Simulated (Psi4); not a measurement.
# C2F3N (SMILES [C-]#[N+]C(F)(F)F): B3LYP/6-31G(d) (Cartesian functions)

Aim: the vertical ionisation energy of C2F3N at B3LYP/6-31G* (Cartesian functions), from 2 runs. 

The calculation is run with Psi4 1.11.

## (1) The system as given

The species is C2F3N (6 atoms), meant as a singlet with charge 0. As SMILES, `[C-]#[N+]C(F)(F)F`. The coordinates come from a PBE0-D4/def2-TZVP relaxation.

Bond lengths: C1–N2 1.169 Å, N2–C3 1.402 Å, C3–F4 1.323 Å, C3–F5 1.323 Å, C3–F6 1.323 Å. Angles: C1–N2–C3 180.0°, N2–C3–F4 110.1°, N2–C3–F5 110.1°, N2–C3–F6 110.1°, F4–C3–F5 108.8°, F4–C3–F6 108.8°, F5–C3–F6 108.8°.

## (2) Energy and gradient at B3LYP/6-31G(d) (Cartesian functions)

input.dat

```
memory 2200 MB

molecule mol {
  0 1
  C      0.847870    -1.738560     0.906050
  N      0.383970    -0.786810     0.410270
  C     -0.172600     0.353950    -0.184440
  F     -1.291150     0.037040    -0.816420
  F      0.677790     0.873500    -1.054990
  F     -0.445880     1.260880     0.739530
  units angstrom
  symmetry c1
  no_reorient
  no_com
}

set {
  reference            rks
  puream               false
  e_convergence        1e-09
  d_convergence        1e-08
  scf_type             pk
  dft_radial_points    99
  dft_spherical_points 590
}

e_tot, wfn = gradient("b3lyp/6-31G*", return_wfn=True)
oeprop(wfn, "WIBERG_LOWDIN_INDICES", "LOWDIN_CHARGES", "MULLIKEN_CHARGES", title="B3LYP")
print_variables()
```

Run with:

```
$ psi4 input.dat output.dat -n 1
```

output.dat:

```text
[...]
  Running in c1 symmetry.
[...]
  Nuclear repulsion =  237.787180612646182
[...]
  Multiplicity = 1
[...]
  Nalpha       = 23
  Nbeta        = 23
[...]
    Number of basis functions: 90
[...]
   @RKS iter   1:  -430.27859949554249   -2.06189e-01   6.98967e-03 DIIS/ADIIS
[...]
   @RKS iter  10:  -430.42294151247398   -3.86535e-12   6.87006e-09 DIIS
[...]
    Orbital Energies [Eh]
    ---------------------
    Doubly Occupied:
       1A    -24.766302     2A    -24.766296     3A    -24.766290
       4A    -14.408923     5A    -10.518246     6A    -10.269976
       7A     -1.362569     8A     -1.266046     9A     -1.266042
      10A     -1.001318    11A     -0.799384    12A     -0.681453
      13A     -0.636021    14A     -0.636020    15A     -0.500339
      16A     -0.500331    17A     -0.480214    18A     -0.467992
      19A     -0.467990    20A     -0.437487    21A     -0.399818
      22A     -0.399812    23A     -0.339788
[...]
  @RKS Final Energy:  -430.42294151247398
   => Energetics <=
    Nuclear Repulsion Energy =            237.7871806126461820
    One-Electron Energy =               -1065.6599034234870942
    Two-Electron Energy =                 437.1383960563941287
    DFT Exchange-Correlation Energy =     -39.6886147580271640
    Empirical Dispersion Energy =           0.0000000000000000
    VV10 Nonlocal Energy =                  0.0000000000000000
    Total Energy =                       -430.4229415124739830
[...]
 Multipole Moments:
 ------------------------------------------------------------------------------------
     Multipole            Electronic (a.u.)      Nuclear  (a.u.)        Total (a.u.)
 ------------------------------------------------------------------------------------
 L = 1.  Multiply by 2.5417464519 to convert [e a0] to [Debye]
 Dipole X            :          5.1033650           -5.2794224           -0.1760573
 Dipole Y            :        -10.4621506           10.8233119            0.3611613
 Dipole Z            :          5.4534051           -5.6415317           -0.1881266
 Magnitude           :                                                    0.4436499
[...]
  -Total Gradient:
     Atom            X                  Y                   Z
    ------   -----------------  -----------------  -----------------
       1       -0.010582515322     0.021701285454    -0.011308773740
       2        0.007967080381    -0.016359924100     0.008513073237
       3       -0.002147915491     0.004423851694    -0.002289276467
       4        0.011096352795     0.003700050136     0.006151525557
       5       -0.008851310550    -0.004766992222     0.008550979265
       6        0.002539243947    -0.008693517600    -0.009633429978
[...]
  Mulliken Charges: (a.u.)
   Center  Symbol    Alpha    Beta     Spin     Total
       1     C     2.99171  2.99171  0.00000  0.01657
       2     N     3.65013  3.65013  0.00000 -0.30026
       3     C     2.51509  2.51509  0.00000  0.96982
       4     F     4.61436  4.61436  0.00000 -0.22872
       5     F     4.61436  4.61436  0.00000 -0.22871
       6     F     4.61435  4.61435  0.00000 -0.22870
   Total alpha = 23.00000, Total beta = 23.00000, Total charge =  0.00000
  Lowdin Charges: (a.u.)
   Center  Symbol    Alpha    Beta     Spin     Total
[...]
```

It took 16 s on 1 thread of AMD EPYC 7R43 (Zen 3), shared host; peak memory 1.1 GiB.

## (3) The doublet cation, same level

job.py

```python
import psi4

psi4.set_memory('2200 MB')
psi4.set_num_threads(1)
psi4.set_output_file('run.log', False)

molecule = psi4.geometry("""
1 2
C      0.847870    -1.738560     0.906050
N      0.383970    -0.786810     0.410270
C     -0.172600     0.353950    -0.184440
F     -1.291150     0.037040    -0.816420
F      0.677790     0.873500    -1.054990
F     -0.445880     1.260880     0.739530
symmetry c1
""")

psi4.set_options({
    'reference': 'uks',
    'puream': False,
    'e_convergence': 1e-09,
    'd_convergence': 1e-08,
    'scf_type': 'pk',
    'dft_radial_points': 99,
    'dft_spherical_points': 590,
    'maxiter': 100,
})

result, w = psi4.gradient('b3lyp/6-31G*', return_wfn=True)
psi4.oeprop(w, 'MULLIKEN_CHARGES', 'WIBERG_LOWDIN_INDICES', 'LOWDIN_CHARGES')
print('gradient / Eh bohr^-1')
print(result.np.round(6))
print(f'energy = {w.energy():.10f} Eh')
```

Run with:

```
$ python job.py
```

run.log (excerpt; [...] marks lines left out):

```text
[...]
  Running in c1 symmetry.
[...]
  Nuclear repulsion =  237.787180612646182
[...]
  Multiplicity = 2
[...]
  Nalpha       = 23
  Nbeta        = 22
[...]
    Number of basis functions: 90
[...]
   @UKS iter   1:  -429.80881445453400    2.63596e-01   7.12915e-03 ADIIS/DIIS
[...]
   @UKS iter  15:  -429.96389924248808   -2.44427e-12   4.07079e-09 DIIS
[...]
   @S^2 Observed:                7.767083538E-01
[...]
  @UKS Final Energy:  -429.96389924248808
   => Energetics <=
    Nuclear Repulsion Energy =            237.7871806126461820
    One-Electron Energy =               -1054.1077058030614353
    Two-Electron Energy =                 425.7106705842191445
    DFT Exchange-Correlation Energy =     -39.3540446362918885
    Empirical Dispersion Energy =           0.0000000000000000
    VV10 Nonlocal Energy =                  0.0000000000000000
    Total Energy =                       -429.9638992424880826
[...]
 Multipole Moments:
 ------------------------------------------------------------------------------------
     Multipole            Electronic (a.u.)      Nuclear  (a.u.)        Total (a.u.)
 ------------------------------------------------------------------------------------
 L = 1.  Multiply by 2.5417464519 to convert [e a0] to [Debye]
 Dipole X            :          0.3426071            0.7999949            1.1426020
 Dipole Y            :         -0.7026497           -1.6399547           -2.3426044
 Dipole Z            :          0.3661438            0.8548547            1.2209986
 Magnitude           :                                                    2.8782238
[...]
  -Total Gradient:
     Atom            X                  Y                   Z
    ------   -----------------  -----------------  -----------------
       1        0.020359107702    -0.041781646549     0.021759420967
       2       -0.040429523103     0.082907828537    -0.043206337251
       3        0.040149141634    -0.082275619739     0.042906126731
       4       -0.005718893947     0.014425903056    -0.006691860348
       5       -0.007754428742     0.013565968603    -0.006461485821
       6       -0.006584745169     0.013162415988    -0.008321863126
[...]
  Mulliken Charges: (a.u.)
   Center  Symbol    Alpha    Beta     Spin     Total
       1     C     3.27314  2.13764  1.13549  0.58922
       2     N     3.47546  3.64694 -0.17148 -0.12240
       3     C     2.49263  2.47300  0.01963  1.03437
[...]
```

Standard output:

```text
gradient / Eh bohr^-1
[[ 0.020359 -0.041782  0.021759]
 [-0.04043   0.082908 -0.043206]
 [ 0.040149 -0.082276  0.042906]
 [-0.005719  0.014426 -0.006692]
 [-0.007754  0.013566 -0.006461]
 [-0.006585  0.013162 -0.008322]]
energy = -429.9638992425 Eh
```

Wall time 31 s (1 thread of AMD EPYC 7R43 (Zen 3), shared host); peak memory 1.1 GiB.

## (4) Summary of results

At B3LYP/6-31G* (Cartesian functions):

| quantity | value |
| --- | --- |
| singlet C2F3N: total energy | -430.42294 Eh |
| singlet C2F3N: dipole moment | 1.13 D |
| singlet C2F3N: HOMO energy | -9.25 eV |
| singlet C2F3N: LUMO energy | -0.54 eV |
| singlet C2F3N: HOMO–LUMO gap | 8.71 eV |
| singlet C2F3N: largest force on an atom | 1.371 eV/Å |
| doublet cation: total energy | -429.96390 Eh |
| doublet cation: HOMO energy (highest over α and β) | -17.36 eV |
| doublet cation: LUMO energy (lowest over α and β) | -15.39 eV |
| doublet cation: ⟨S²⟩ | 0.777 |
| doublet cation: largest force on an atom | 5.238 eV/Å |
| vertical ionisation energy (to the doublet cation) | 12.491 eV |

The vertical ionisation energy comes to 12.49 eV (288 kcal/mol). The largest force (singlet C2F3N) is 1.37 eV/Å: the shape isn't a stationary point for this species at this level. The negative HOMO energy of the first species, 9.25 eV, lies 3.25 eV below that difference. Mulliken charges (singlet C2F3N) run from -0.30 on N2 to +0.97 on C3.
